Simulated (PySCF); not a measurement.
Protons, H atoms and electrons added to or taken from C=C=C. Isolated molecules, 0 K electronic values unless said otherwise. Strings in code marks are SMILES.

The vertical ionisation energy (Delta-SCF) from two functionals at the same geometries (B3LYP-D3(BJ)/def2-TZVP), both in PySCF: PBE-D3(BJ)/def2-TZVP and B3LYP-D3(BJ)/def2-TZVP. B3LYP has the VWN-RPA correlation part, as in Gaussian. Delta-SCF ions had no search for a lower state. 

| species | PBE-D3(BJ)/def2-TZVP (eV) |
|---|---|
| neutral parent (`C=C=C`) | 10.02 |
| proton added at C1 (`C=[C+]C` (not the most basic site)) | 17.56 |
| proton added at C2 (`C(=C)[CH2+]`) | 18.80 |

Question: What does B3LYP-D3(BJ)/def2-TZVP give for each?

Answer: 
- neutral parent (`C=C=C`): 10.08
- proton added at C1 (`C=[C+]C` (not the most basic site)): 17.71
- proton added at C2 (`C(=C)[CH2+]`): 18.58
Over these rows, drawn at random from the members with no instability flagged (it was tested for open shells, ions and some series alone), PBE minus B3LYP-D3(BJ): mean +0.01 eV, from -0.15 eV to +0.22 eV.
